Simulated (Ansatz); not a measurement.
## SO₂, singlet: reading a ladder of total energies

Geometry: MP2(full)/6-31G*, from the G2/97 set.

```yaml
atoms:
  - { symbol: S, position_ang: [0.0000, 0.0000, 0.3699] }
  - { symbol: O, position_ang: [0.0000, 1.2776, -0.3707] }
  - { symbol: O, position_ang: [0.0000, -1.2776, -0.3707] }
```

Basis 6-31G; Ansatz 0.2.0. Only valence electrons are correlated (noble-gas cores frozen), which leaves 18 electrons in 24 orbitals. Prefix R: restricted or restricted open-shell reference.

Full CI isn't at hand for all of this; RCCSDTQ serves as the reference, and is uncertain by about the last step of the cluster series.

Runs differ by some tens of microhartree through their thresholds, so steps under 0.03 kcal/mol mean nothing.

| level | total energy (hartree) |
| --- | --- |
| RHF | -546.924461 |
| RMP2 | -547.301114 |
| RCCSD | -547.274977 |
| RCCSD(T) | -547.293606 |
| RCCSDT | -547.293274 |
| RCCSDT(Q) | -547.297176 |
| RCCSDTQ | -547.296177 |

Question: What is the correlation energy at RCCSDTQ, and what share of it do RMP2 and RCCSD(T) recover?

Answer: E(corr) = -547.296177 − (-546.924461) = -0.371716 hartree = -10.115 eV. RMP2: -0.376653 / -0.371716 = 101.33 %. RCCSD(T): -0.369145 / -0.371716 = 99.31 %.

Question: By how many kcal/mol does RCCSD(T) miss RCCSDTQ (1 hartree = 627.509 kcal/mol), and which steps make up the rest?

Answer: -547.293606 − (-547.296177) = 0.002571 hartree = 1.61 kcal/mol. Steps: RCCSDT − RCCSD(T) = 0.21, RCCSDT(Q) − RCCSDT = -2.45, RCCSDTQ − RCCSDT(Q) = 0.63 kcal/mol. With more than one leading determinant such errors change with state and geometry, and needn't cancel in differences.
